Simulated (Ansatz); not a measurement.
# C2H2NO: the cost of one run

All numbers below are computed with Ansatz 0.2.0 (RKS PBE0-D4/def2-mTZVP).

## (1) The system as given

Bond lengths: N1–C2 1.290 Å, C2–C3 1.246 Å, C3–O4 1.417 Å, N1–H5 1.031 Å, O4–H6 0.964 Å. Angles: N1–C2–C3 158.6°, C2–N1–H5 112.4°, C2–C3–O4 137.8°, C3–O4–H6 108.7°.

Structure file:

```xyz
6

N     0.5127   -0.2362   -1.7158
C     0.0644   -0.0591   -0.5192
C    -0.7521    0.1847    0.3896
O    -0.8473    0.0059    1.7917
H     1.0799    0.5599   -2.0447
H    -0.0576   -0.4551    2.0983
```

## (2) End point A

input.yaml

```yaml
crystal:
  periodic: [false, false, false]
  atoms:
    - { symbol: "N", position_ang: [0.51274, -0.23622, -1.71579] }
    - { symbol: C, position_ang: [0.06435, -0.05912, -0.51919] }
    - { symbol: C, position_ang: [-0.7521, 0.18465, 0.38962] }
    - { symbol: O, position_ang: [-0.84728, 0.0059, 1.7917] }
    - { symbol: H, position_ang: [1.07989, 0.5599, -2.04466] }
    - { symbol: H, position_ang: [-0.0576, -0.45511, 2.09832] }
total_charge: -1
basis:
  gaussian: { orbitals: def2-mTZVP }
hamiltonian:
  xc: pbe0
  dispersion: d4
relax:
  f_tol: 0.015
  max_steps: 40
```

On the command line:

```console
$ ansatz run input.yaml --threads 1 --pin off --max-ram 2048MiB --backend cpu --events-out ev --progress --plain --runs-dir out
```

What time and memory should one allow on 1 thread of Arm Neoverse V1, shared host?

About 27 s, with a peak of 0.15 GiB.
